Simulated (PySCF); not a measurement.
# C2HNO: excited-state relaxation, vibronic structure

Aim: compute the excited-state relaxation, vibronic structure of C2HNO (`N#CC=O`).

Programs: PySCF 2.14.0, with routines of our own; each step states its level. All values are computed. Atoms count from 0.

## 1. The starting structure

5 atoms, charge 0, multiplicity 1; geometry from: GFN2-xTB.

## 2. Relaxing the molecule at BHandHLYP/6-31+G*

Job settings and geometry (Å):

```
{"job": {"xc": "BHandHLYP", "basis": "6-31+G*", "grid": 1, "kind": "geom"}, "charge": 0, "multiplicity": 1}
N      1.906751    -0.228252     0.569803
C      0.819149    -0.068477     0.251820
C     -0.557180     0.080282    -0.167948
O     -1.195267     1.089680    -0.104060
H     -0.964831    -0.870381    -0.566801
```

Command:

```
> OMP_NUM_THREADS=1 python excited_run.py task.json out
```

The driver reads the jobs from task.json and runs them one after another.

Output:

```text
step   0  E = -206.62285912  max force = 0.018508
step   1  E = -206.61566739  max force = 0.049814
step   2  E = -206.62164701  max force = 0.025536
step   3  E = -206.62267919  max force = 0.012180
step   4  E = -206.62368602  max force = 0.005719
step   5  E = -206.62379866  max force = 0.002276
step   6  E = -206.62382674  max force = 0.000381
step   7  E = -206.62382846  max force = 0.000353
optimisation converged
```

It took 8.9 s on 1 thread of Arm Neoverse V1, shared host; peak memory 0.33 GiB.

Step by step: (the energy doesn't fall at every step)

```tsv
step	energy from step 0 (eV)	largest force component (eV/Å)
0	0.0000	0.9517
1	0.1957	2.5615
2	0.0330	1.3131
3	0.0049	0.6263
4	-0.0225	0.2941
5	-0.0256	0.1170
6	-0.0263	0.0196
7	-0.0264	0.0182
```

Distances of close pairs at the start and the end, largest changes first:

```tsv
bond	before (Å)	after (Å)	change (Å)
C1–C2	1.447	1.468	+0.021
C2–H4	1.109	1.092	-0.017
C2–O3	1.196	1.193	-0.003
N0–C1	1.144	1.147	+0.003
```

The final coordinates are the input of the step that follows.

```tsv
at the end point	value
point group (found at 0.08 Å tolerance)	Cs
rotational constants (GHz, main isotopes)	68.201, 5.068, 4.717
dipole moment (D)	2.64
```

## 3. Excited-state relaxation: TDA BHandHLYP/6-31+G*

Job settings and geometry (Å):

```
{"job": {"kind": "xopt", "state": "S1", "method": "TDA", "freq": true, "xc": "BHandHLYP", "basis": "6-31+G*", "grid": 1}, "charge": 0, "multiplicity": 1}
N      1.881663     0.535950     0.478273
C      0.816447     0.212098     0.202573
C     -0.560789    -0.155620    -0.148295
O     -0.931189    -1.289591    -0.168297
H     -1.210800     0.688145    -0.387860
```

With the program's defaults for keys left out, this is: TDA BHandHLYP/6-31+G* excited-state geometry optimisation, gas phase.

Output:

```text
final grid: 23136 points
cycle   1  E = -206.4729537834  dE =  7.405e-01  |g| = 8.086e-01  |ddm| = 2.783e+00
cycle   2  E = -206.2125913529  dE =  2.604e-01  |g| = 1.445e+00  |ddm| = 2.357e+00
cycle   3  E = -206.6230148654  dE = -4.104e-01  |g| = 5.374e-02  |ddm| = 1.374e+00
cycle   4  E = -206.6232935592  dE = -2.787e-04  |g| = 4.863e-02  |ddm| = 8.562e-02
cycle   5  E = -206.6237698015  dE = -4.762e-04  |g| = 1.568e-02  |ddm| = 4.262e-02
cycle   6  E = -206.6238236379  dE = -5.384e-05  |g| = 3.696e-03  |ddm| = 1.619e-02
cycle   7  E = -206.6238281651  dE = -4.527e-06  |g| = 9.531e-04  |ddm| = 7.541e-03
cycle   8  E = -206.6238284434  dE = -2.782e-07  |g| = 2.077e-04  |ddm| = 2.190e-03
cycle   9  E = -206.6238284570  dE = -1.365e-08  |g| = 5.768e-05  |ddm| = 3.897e-04
cycle  10  E = -206.6238284584  dE = -1.393e-09  |g| = 1.459e-05  |ddm| = 1.237e-04
cycle  11  E = -206.6238284586  dE = -1.694e-10  |g| = 5.952e-06  |ddm| = 3.168e-05
converged SCF energy = -206.6238284586

vertical S1 at the ground-state geometry: 4.1435 eV
step    E(state)/Eh    max force   excitation/eV  root
  0    -206.46392342   0.177519     4.3023      1
  1    -206.47918669   0.024943     3.4499      1
  2    -206.48364734   0.015708     3.3977      1
  3    -206.48526410   0.006837     3.3700      1
  4    -206.48550808   0.003219     3.3529      1
  5    -206.48566909   0.000852     3.3743      1
  6    -206.48568002   0.000505     3.3762      1
  7    -206.48568194   0.000180     3.3753      1
optimisation converged
vertical emission 3.3753 eV, adiabatic 3.7592 eV, Stokes shift 0.7682 eV, reorganisation 0.3843 (excited) and 0.3839 eV (ground)
zero-point change -0.0720 eV, 0-0 energy 3.6872 eV
frequencies of the excited state (cm-1): 227 404 485 565 1016 1237 1576 2391 3211
```

Wall time 97 s (1 thread of Arm Neoverse V1, shared host); peak memory 0.37 GiB.

In short:

```tsv
quantity	value
vertical absorption, S1	4.14 eV
adiabatic energy, S1	3.76 eV
vertical emission, S1	3.38 eV
Stokes shift, S1	0.77 eV
geometry moved (RMSD), S1	0.045 Å
```

Bonds of the start that changed most:

```tsv
bond	start (Å)	end (Å)
C2–O3	1.193	1.285
C1–C2	1.468	1.397
N0–C1	1.147	1.156
C2–H4	1.092	1.085
```

## 4. Excited-state relaxation: UKS BHandHLYP/6-31+G*

Job settings and geometry (Å):

```
{"job": {"kind": "xopt", "state": "T1", "method": "UKS", "freq": true, "xc": "BHandHLYP", "basis": "6-31+G*", "grid": 1}, "charge": 0, "multiplicity": 1}
N      1.881663     0.535950     0.478273
C      0.816447     0.212098     0.202573
C     -0.560789    -0.155620    -0.148295
O     -0.931189    -1.289591    -0.168297
H     -1.210800     0.688145    -0.387860
```

With the program's defaults for keys left out, this is: UKS BHandHLYP/6-31+G* excited-state geometry optimisation, gas phase.

Output:

```text
final grid: 23136 points
cycle   1  E = -206.4729537834  dE =  7.405e-01  |g| = 8.086e-01  |ddm| = 2.783e+00
cycle   2  E = -206.2125913529  dE =  2.604e-01  |g| = 1.445e+00  |ddm| = 2.357e+00
cycle   3  E = -206.6230148654  dE = -4.104e-01  |g| = 5.374e-02  |ddm| = 1.374e+00
cycle   4  E = -206.6232935592  dE = -2.787e-04  |g| = 4.863e-02  |ddm| = 8.562e-02
cycle   5  E = -206.6237698015  dE = -4.762e-04  |g| = 1.568e-02  |ddm| = 4.262e-02
cycle   6  E = -206.6238236379  dE = -5.384e-05  |g| = 3.696e-03  |ddm| = 1.619e-02
cycle   7  E = -206.6238281651  dE = -4.527e-06  |g| = 9.531e-04  |ddm| = 7.541e-03
cycle   8  E = -206.6238284434  dE = -2.782e-07  |g| = 2.077e-04  |ddm| = 2.190e-03
cycle   9  E = -206.6238284570  dE = -1.365e-08  |g| = 5.768e-05  |ddm| = 3.897e-04
cycle  10  E = -206.6238284584  dE = -1.393e-09  |g| = 1.459e-05  |ddm| = 1.237e-04
cycle  11  E = -206.6238284586  dE = -1.694e-10  |g| = 5.952e-06  |ddm| = 3.168e-05
converged SCF energy = -206.6238284586

vertical T1 at the ground-state geometry: 3.1009 eV
step    E(state)/Eh    max force   <S^2>
  0    -206.50059566   0.219391    2.0188
  1    -206.52686122   0.024484    2.0361
  2    -206.53116905   0.016527    2.0324
  3    -206.53201275   0.008563    2.0311
  4    -206.53272563   0.008290    2.0324
  5    -206.53314917   0.001890    2.0320
  6    -206.53315982   0.000729    2.0321
  7    -206.53316273   0.000638    2.0321
  8    -206.53316360   0.000287    2.0321
optimisation converged
vertical emission 1.7872 eV, adiabatic 2.4671 eV, Stokes shift 1.3136 eV, reorganisation 0.6338 (excited) and 0.6799 eV (ground)
zero-point change -0.0844 eV, 0-0 energy 2.3828 eV
frequencies of the excited state (cm-1): 237 374 440 586 1022 1205 1469 2277 3303
```

Run time: 66 s. Hardware: 1 thread of Arm Neoverse V1, shared host; peak memory 0.37 GiB.

Key values:

```tsv
quantity	value
vertical gap at the ground-state geometry, T1	3.10 eV
adiabatic energy, T1	2.47 eV
vertical gap at the relaxed geometry, T1	1.79 eV
difference of the two gaps, T1	1.31 eV
geometry moved (RMSD), T1	0.059 Å
```

Bonds of the start that changed most:

```tsv
bond	start (Å)	end (Å)
C2–O3	1.193	1.323
C1–C2	1.468	1.384
N0–C1	1.147	1.160
C2–H4	1.092	1.079
```

## 5. Excited-state relaxation: TDA BHandHLYP/6-31+G*

Job settings and geometry (Å):

```
{"job": {"kind": "xopt", "state": "T1", "method": "TDA", "xc": "BHandHLYP", "basis": "6-31+G*", "grid": 1}, "charge": 0, "multiplicity": 1}
N      1.881663     0.535950     0.478273
C      0.816447     0.212098     0.202573
C     -0.560789    -0.155620    -0.148295
O     -0.931189    -1.289591    -0.168297
H     -1.210800     0.688145    -0.387860
```

Method: TDA BHandHLYP/6-31+G* excited-state geometry optimisation, gas phase.

Output:

```text
final grid: 23136 points
cycle   1  E = -206.4729537834  dE =  7.405e-01  |g| = 8.086e-01  |ddm| = 2.783e+00
cycle   2  E = -206.2125913529  dE =  2.604e-01  |g| = 1.445e+00  |ddm| = 2.357e+00
cycle   3  E = -206.6230148654  dE = -4.104e-01  |g| = 5.374e-02  |ddm| = 1.374e+00
cycle   4  E = -206.6232935592  dE = -2.787e-04  |g| = 4.863e-02  |ddm| = 8.562e-02
cycle   5  E = -206.6237698015  dE = -4.762e-04  |g| = 1.568e-02  |ddm| = 4.262e-02
cycle   6  E = -206.6238236379  dE = -5.384e-05  |g| = 3.696e-03  |ddm| = 1.619e-02
cycle   7  E = -206.6238281651  dE = -4.527e-06  |g| = 9.531e-04  |ddm| = 7.541e-03
cycle   8  E = -206.6238284434  dE = -2.782e-07  |g| = 2.077e-04  |ddm| = 2.190e-03
cycle   9  E = -206.6238284570  dE = -1.365e-08  |g| = 5.768e-05  |ddm| = 3.897e-04
cycle  10  E = -206.6238284584  dE = -1.393e-09  |g| = 1.459e-05  |ddm| = 1.237e-04
cycle  11  E = -206.6238284586  dE = -1.694e-10  |g| = 5.952e-06  |ddm| = 3.168e-05
converged SCF energy = -206.6238284586

vertical T1 at the ground-state geometry: 3.4408 eV
step    E(state)/Eh    max force   excitation/eV  root
  0    -206.48941330   0.188071     3.6087      1
  1    -206.50715669   0.038800     2.5359      1
  2    -206.51134491   0.012740     2.5550      1
  3    -206.51242314   0.004988     2.5378      1
  4    -206.51246273   0.006571     2.6028      1
  5    -206.51274655   0.002610     2.6126      1
  6    -206.51277191   0.000900     2.6106      1
  7    -206.51277724   0.000498     2.6087      1
  8    -206.51277563   0.000085     2.6063      1
optimisation converged
vertical emission 2.6063 eV, adiabatic 3.0219 eV, Stokes shift 0.8345 eV, reorganisation 0.4189 (excited) and 0.4156 eV (ground)
```

Run time: 19 s. Hardware: 1 thread of Arm Neoverse V1, shared host; peak memory 0.39 GiB.

In short:

```tsv
quantity	value
vertical gap at the ground-state geometry, T1	3.44 eV
adiabatic energy, T1	3.02 eV
vertical gap at the relaxed geometry, T1	2.61 eV
difference of the two gaps, T1	0.83 eV
geometry moved (RMSD), T1	0.052 Å
```

Bonds of the start that changed most:

```tsv
bond	start (Å)	end (Å)
C2–O3	1.193	1.289
C1–C2	1.468	1.397
C2–H4	1.092	1.081
N0–C1	1.147	1.155
```

## 6. Vibronic structure: TDA BHandHLYP/6-31+G*

Job settings and geometry (Å):

```
{"job": {"kind": "vib", "tda": true, "freq": true, "xc": "BHandHLYP", "basis": "6-31+G*", "grid": 1}, "charge": 0, "multiplicity": 1}
N      1.881663     0.535950     0.478273
C      0.816447     0.212098     0.202573
C     -0.560789    -0.155620    -0.148295
O     -0.931189    -1.289591    -0.168297
H     -1.210800     0.688145    -0.387860
```

Level: TDA BHandHLYP/6-31+G* vertical-gradient vibronic structure (displaced harmonic oscillators, Condon), gas phase.

Output:

```text
final grid: 23136 points
cycle   1  E = -206.4729537834  dE =  7.405e-01  |g| = 8.086e-01  |ddm| = 2.783e+00
cycle   2  E = -206.2125913529  dE =  2.604e-01  |g| = 1.445e+00  |ddm| = 2.357e+00
cycle   3  E = -206.6230148654  dE = -4.104e-01  |g| = 5.374e-02  |ddm| = 1.374e+00
cycle   4  E = -206.6232935592  dE = -2.787e-04  |g| = 4.863e-02  |ddm| = 8.562e-02
cycle   5  E = -206.6237698015  dE = -4.762e-04  |g| = 1.568e-02  |ddm| = 4.262e-02
cycle   6  E = -206.6238236379  dE = -5.384e-05  |g| = 3.696e-03  |ddm| = 1.619e-02
cycle   7  E = -206.6238281651  dE = -4.527e-06  |g| = 9.531e-04  |ddm| = 7.541e-03
cycle   8  E = -206.6238284434  dE = -2.782e-07  |g| = 2.077e-04  |ddm| = 2.190e-03
cycle   9  E = -206.6238284570  dE = -1.365e-08  |g| = 5.768e-05  |ddm| = 3.897e-04
cycle  10  E = -206.6238284584  dE = -1.393e-09  |g| = 1.459e-05  |ddm| = 1.237e-04
cycle  11  E = -206.6238284586  dE = -1.694e-10  |g| = 5.952e-06  |ddm| = 3.168e-05
converged SCF energy = -206.6238284586

Singlet excitations (eV, f): 4.143 (0.0005)  6.111 (0.0000)  6.977 (0.0997)  7.991 (0.0008)  8.050 (0.0219)  8.384 (0.0003)

State S1  4.1434 eV  f = 0.00050  H->L 0.95
  relaxed dipole 3.446 D, largest gradient of the excitation energy 0.1361 Eh/bohr
  mode    cm-1        S   lambda/meV  Raman
    7   1902.0    1.2986     306.2   1.000
    4    970.4    0.3618      43.5   0.073
    8   2471.2    0.0624      19.1   0.081
    3    653.5    0.0874       7.1   0.008
    6   1470.0    0.0329       6.0   0.015
    1    250.3    0.0969       3.0   0.001
  reorganisation energy 0.3859 eV, total S 1.942, 0-0 3.7576 eV
  absorption maximum 3.994 eV, width 0.500 eV

State S3  6.9766 eV  f = 0.09971  H-1->L 0.70, H-2->L+2 0.14
  relaxed dipole 2.362 D, largest gradient of the excitation energy 0.2186 Eh/bohr
  mode    cm-1        S   lambda/meV  Raman
    8   2471.2    1.5354     470.4   1.000
    7   1902.0    0.2430      57.3   0.094
    1    250.3    0.3742      11.6   0.002
    4    970.4    0.0582       7.0   0.006
    6   1470.0    0.0242       4.4   0.006
    3    653.5    0.0475       3.9   0.002
  reorganisation energy 0.5549 eV, total S 2.283, 0-0 6.4218 eV
  absorption maximum 6.732 eV, width 0.654 eV

State S5  8.0497 eV  f = 0.02190  H-3->L 0.89
  relaxed dipole 3.728 D, largest gradient of the excitation energy 0.0884 Eh/bohr
  mode    cm-1        S   lambda/meV  Raman
    7   1902.0    0.3552      83.8   1.000
    8   2471.2    0.2070      63.4   0.984
    6   1470.0    0.0804      14.7   0.135
    4    970.4    0.0955      11.5   0.070
    1    250.3    0.1678       5.2   0.008
  reorganisation energy 0.1793 eV, total S 0.909, 0-0 7.8704 eV
  absorption maximum 7.872 eV, width 0.046 eV

State T1  3.4407 eV  f = 0.00000  H->L 0.94
  relaxed dipole 3.623 D, largest gradient of the excitation energy 0.1461 Eh/bohr
  mode    cm-1        S   lambda/meV  Raman
    7   1902.0    1.4269     336.5   1.000
    4    970.4    0.3574      43.0   0.065
    8   2471.2    0.0590      18.1   0.070
    3    653.5    0.1286      10.4   0.011
    6   1470.0    0.0505       9.2   0.021
    1    250.3    0.1163       3.6   0.001
    9   3169.9    0.0068       2.7   0.013
  reorganisation energy 0.4235 eV, total S 2.146, 0-0 3.0173 eV
  absorption maximum 3.253 eV, width 0.502 eV
```

Run time: 3.9 s. Hardware: 1 thread of Arm Neoverse V1, shared host; peak memory 0.39 GiB.

## 7. What came out

| quantity | value |
| --- | --- |
| point group | Cs |
| rotational constants (main isotopes) | 68.20, 5.07, 4.72 GHz |
| vertical absorption, S1 (step 3, TDA BHandHLYP/6-31+G*) | 4.14 eV |
| adiabatic energy, S1 (step 3, TDA BHandHLYP/6-31+G*) | 3.76 eV |
| vertical emission, S1 (step 3, TDA BHandHLYP/6-31+G*) | 3.38 eV |
| Stokes shift, S1 (step 3, TDA BHandHLYP/6-31+G*) | 0.77 eV |
| vertical gap at the ground-state geometry, T1 (step 4, UKS BHandHLYP/6-31+G*) | 3.10 eV |
| adiabatic energy, T1 (step 4, UKS BHandHLYP/6-31+G*) | 2.47 eV |
| vertical gap at the relaxed geometry, T1 (step 4, UKS BHandHLYP/6-31+G*) | 1.79 eV |
| difference of the two gaps, T1 (step 4, UKS BHandHLYP/6-31+G*) | 1.31 eV |
| vertical gap at the ground-state geometry, T1 (step 5, TDA BHandHLYP/6-31+G*) | 3.44 eV |
| adiabatic energy, T1 (step 5, TDA BHandHLYP/6-31+G*) | 3.02 eV |
| vertical gap at the relaxed geometry, T1 (step 5, TDA BHandHLYP/6-31+G*) | 2.61 eV |
| difference of the two gaps, T1 (step 5, TDA BHandHLYP/6-31+G*) | 0.83 eV |
| S1: vertical, reorganisation, 0-0, total S (step 6, TDA BHandHLYP/6-31+G*, modes from BHandHLYP/6-31+G*) | 4.14, 0.39, 3.76 eV; 1.9 |
| S3: vertical, reorganisation, 0-0, total S (step 6, TDA BHandHLYP/6-31+G*, modes from BHandHLYP/6-31+G*) | 6.98, 0.55, 6.42 eV; 2.3 |
| S5: vertical, reorganisation, 0-0, total S (step 6, TDA BHandHLYP/6-31+G*, modes from BHandHLYP/6-31+G*) | 8.05, 0.18, 7.87 eV; 0.9 |

**Reading.** Over 7 steps the energy fell by 0.026 eV; of the close pairs, C1–C2 changed most, 1.447 to 1.468 Å. In step 3 (excited-state relaxation), among the bonds C2–O3 changes most, from 1.193 to 1.285 Å. In step 4 (excited-state relaxation), among the bonds C2–O3 changes most, from 1.193 to 1.323 Å. Where no frequencies were run, the relaxed excited state may be a saddle. In step 5 (excited-state relaxation), among the bonds C2–O3 changes most, from 1.193 to 1.289 Å. The vibronic model keeps the ground-state modes and shifts them along the gradient alone, so it can miss much of the relaxation that a full optimisation finds. ΔSCF (UKS) and response values aren't on one footing and may follow different states, so their differences aren't method errors alone, and singlets and triplets from the two don't rank.
